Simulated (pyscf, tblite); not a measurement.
H₃Si–PH₂ → H₂Si=PH + hydrogen (H₂): energy along the mass-weighted descent from the GFN2-xTB saddle (tblite), relative to the relaxed reactant side.

```
s (amu^1/2 bohr)  E (kcal/mol)
----------------  ------------
-3.91                      0.4
-3.00                      3.3
-1.56                     26.3
0.000                     73.7
1.56                      49.3
2.65                      43.3
3.02                      42.4
3.36                      41.9
3.62                      41.6
3.80                      41.4
3.96                      41.3
```

The GFN2-xTB barrier from the reactant side is 73.7 kcal/mol. What does ωB97X-D3(BJ) (PySCF) give from its own reactant-side minimum, in def2-SVP and in def2-TZVP?

72.7 kcal/mol in the double-zeta basis after reoptimising the saddle, and 70.1 kcal/mol in the triple-zeta single point, so the tight-binding barrier lies 3.5 kcal/mol over the latter. The imaginary mode goes from 1863i to 1410i cm⁻¹.
